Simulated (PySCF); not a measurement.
Bicyclo[2.2.0]hexa-2,5-diene, C6H6.
Bonds: C1–C2 (double), C2–C3, C3–C4, C4–C5 (double), C5–C6, C1–C6, C3–C6. Hydrogens: H7 on C1; H8 on C2; H9 on C3; H10 on C4; H11 on C5; H12 on C6.

Structure optimised with GFN2-xTB, isolated species.

What internal coordinates does the optimisation give?

```json
{"bond": "C1=C2, C4=C5", "length (Å)": "1.329"}
{"bond": "C1–C6 and 3 like bonds", "length (Å)": "1.513"}
{"bond": "C3–C6", "length (Å)": "1.557"}
{"bond": "C1–H7 and 3 like bonds", "length (Å)": "1.074"}
{"bond": "C3–H9, C6–H12", "length (Å)": "1.084"}
```

Bonds in one row agree within 0.01 Å and their mean is given. A selection of angles:
```json
{"angle": "C2–C1–C6", "degrees": "94.3"}
{"angle": "C2–C1–H7", "degrees": "135.0"}
{"angle": "C6–C1–H7", "degrees": "130.6"}
{"angle": "C2–C3–C4", "degrees": "114.0"}
{"angle": "C2–C3–C6", "degrees": "85.7"}
{"angle": "C2–C3–H9", "degrees": "119.2"}
{"angle": "C6–C3–H9", "degrees": "124.2"}
```

Torsions: C6–C1–C2–C3 0° (synperiplanar); C1–C2–C3–C4 -83° (synclinal); C2–C3–C4–C5 83° (synclinal); C3–C4–C5–C6 0° (synperiplanar); C4–C5–C6–C1 -83° (synclinal); C2–C1–C6–C5 83° (synclinal); C2–C3–C6–C5 -114° (anticlinal).

The C–C distances run from 1.329 Å (C1=C2, drawn double) to 1.557 Å (C3–C6, drawn single), a spread of 0.228 Å. The 4-membered ring C3–C4–C5–C6 has internal angles of 85.7° to 94.3° (sum 360°, against 360° for a flat polygon); it is planar, 0.00 Å rms from its mean plane, widest ring torsion 0°. The 4-membered ring C1–C2–C3–C6 has internal angles of 85.7° to 94.3° (sum 360°, against 360° for a flat polygon); it is planar, 0.00 Å rms from its mean plane, widest ring torsion 0°.

Point group: C2v (tolerance 0.08 Å). Whether it is a minimum is left open (no frequencies).

The numbers are calculated, not measured.
